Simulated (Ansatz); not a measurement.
Geometry optimisation, UKS PBE0/def2-SVP in Ansatz 0.2.0.

input.yaml

```yaml
crystal:
  periodic: [false, false, false]
  atoms:
    - { symbol: F, position_ang: [-0.7949, 0.237, -0.4177] }
    - { symbol: Mg, position_ang: [0.8243, -0.2972, 0.4217] }
magnetization:
  spin_polarized: true
  initial_magnetization: 1
basis:
  gaussian: { orbitals: def2-SVP }
hamiltonian:
  xc: pbe0
relax:
  f_tol: 0.02
  max_steps: 40
```

Command:

```bash
$ ansatz run input.yaml --threads 1 --pin off --max-ram 2048MiB --backend cpu --events-out ev --progress --plain --runs-dir out
```

Q: Where does it end, and by what steps?

A: The run converged. After 3 steps the energy has fallen by 0.143 eV; F1 moved furthest, 0.07 Å.

```csv
step,energy less start (eV),largest force component (eV/Å),accepted
0,0.0000,1.675,yes
1,-0.1033,0.980,yes
2,-0.1410,0.271,yes
3,-0.1434,0.005,yes
```

```xyz
2
Properties=species:S:1:pos:R:3
F -0.739 0.219 -0.389
Mg 0.768 -0.279 0.393
```

The run took 5.6 s on 1 CPU thread of a shared host.
